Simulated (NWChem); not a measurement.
Species: NO cation

All runs: NWChem. Each level has its own optimisation; frequencies are unscaled.

```tsv
level	basis functions	r N–O (Å)	highest harmonic frequency (cm⁻¹)	zero-point energy (kcal/mol)
Hartree-Fock/3-21G	18	1.047	2617	3.7
Hartree-Fock/pcseg-1	28	1.032	2885	4.1
Hartree-Fock/aug-pcseg-1	46	1.034	2870	4.1
Hartree-Fock/pcseg-2	60	1.026	2838	4.1
Hartree-Fock/def2-TZVPP	62	1.026	2845	4.1
```
